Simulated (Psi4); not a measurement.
BHF2 (SMILES FBF): entropy by statistical mechanics

A singlet with charge 0, relaxed at wB97X-D/def2-SVP (density fitting) (Psi4 1.11):

```xyz
4

F     1.1545    0.4575   -0.3624
B    -0.0019   -0.0324    0.0262
F    -1.0955    0.5293   -0.4394
H    -0.0575   -0.9632    0.7826
```

Harmonic wavenumbers in cm⁻¹: 545, 938, 1112, 1179, 1456, 2713.

Masses in u: F 18.998, B 10.81, H 1.008. Take T = 298.15 K, p = 1 bar, R = 8.3145 J/(mol K), kT/hc = 207.22 cm⁻¹, rigid rotor and harmonic oscillator.

Problem. Work out S° at 298 K.

Solution. 
1. Translation (Sackur–Tetrode): S = R[3/2 ln M + 5/2 ln T − 1.1517] with M = 49.814 gives 157.6 J/(mol K).
2. Rotation: principal moments 6.821, 48.194, 55.015 u Å² give A, B, C = 2.4714, 0.3498, 0.3064 cm⁻¹; the symmetry number is σ = 2; q = (√π/σ)√((kT/hc)³/ABC) = 5136; S = R(ln q + 3/2) = 83.5.
3. Vibration: with u = ν̃/207.22, each mode gives R[u/(eᵘ − 1) − ln(1 − e⁻ᵘ)]; the sum is 3.3, most from 545 cm⁻¹ (2.3), 938 cm⁻¹ (0.5), 1112 cm⁻¹ (0.2).
4. Spin: R ln 1 = 0.0.
5. Sum: 157.6 + 83.5 + 3.3 + 0.0 = 244.4 J/(mol K).

No measured value is set beside it here.
